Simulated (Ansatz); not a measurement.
**Ge–PH2, quartet: reading a ladder of total energies**

Geometry: displaced at random from a stationary point.

| atom | x (Å) | y (Å) | z (Å) |
| --- | --- | --- | --- |
| Ge | 0.0003 | 0.0045 | 0.8245 |
| P | -0.0005 | -0.0116 | -1.7566 |
| H | 0.0475 | 1.1134 | -2.7333 |
| H | -0.0553 | -1.0809 | -2.7035 |

Basis cc-pVDZ; Ansatz 0.2.0. Only valence electrons are correlated (noble-gas cores and the filled d shells of p-block atoms frozen), which leaves 11 electrons in 36 orbitals. Prefix R: restricted or restricted open-shell reference; prefix U: unrestricted. No spin–orbit coupling is included, and no scalar relativity.

Full CI isn't at hand for all of this; UCCSDT(Q) serves as the reference, and is uncertain by about the last step of the cluster series.

Runs differ by some tens of microhartree through their thresholds and, for an open shell, their frozen cores, so steps under 0.03 kcal/mol mean nothing.

```json
{"level": "UHF", "total energy (hartree)": "-2417.159037"}
{"level": "UMP2", "total energy (hartree)": "-2417.315773"}
{"level": "UCCSD", "total energy (hartree)": "-2417.355374"}
{"level": "UCCSD(T)", "total energy (hartree)": "-2417.360704"}
{"level": "UCCSDT", "total energy (hartree)": "-2417.361935"}
{"level": "UCCSDT(Q)", "total energy (hartree)": "-2417.362238"}
```

Task: What is the correlation energy at UCCSDT(Q), and what share of it do UMP2 and UCCSD(T) recover?

Result: E(corr) = -2417.362238 − (-2417.159037) = -0.203201 hartree = -5.529 eV. UMP2: -0.156736 / -0.203201 = 77.13 %. UCCSD(T): -0.201667 / -0.203201 = 99.25 %.

Task: By how many kcal/mol does UCCSD(T) miss UCCSDT(Q) (1 hartree = 627.509 kcal/mol), and which steps make up the rest?

Result: -2417.360704 − (-2417.362238) = 0.001534 hartree = 0.96 kcal/mol. Steps: UCCSDT − UCCSD(T) = -0.77, UCCSDT(Q) − UCCSDT = -0.19 kcal/mol. Differences between like states or geometries often cancel part of this.
